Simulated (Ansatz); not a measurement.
Input for Ansatz (development build ahead of 0.2.0):

```yaml
crystal:
  periodic: [false, false, false]
  atoms:
    - { symbol: "N", position_ang: [0.0, 0.0, 0.0] }
    - { symbol: Na, position_ang: [0.82903, 1.10538, 2.39322] }
basis:
  gaussian: { orbitals: STO-3G }
hamiltonian:
  xc: hf
correlation:
  method: fci
  frozen_orbitals: { "N": 1, Na: 1 }
```

The input is written out in the form of the current development build from the run's settings.

Output:

| Quantity | Value |
| --- | --- |
| Converged | yes |
| Total energy | -213.37654 hartree |
| State | lowest singlet root, of any spatial symmetry |
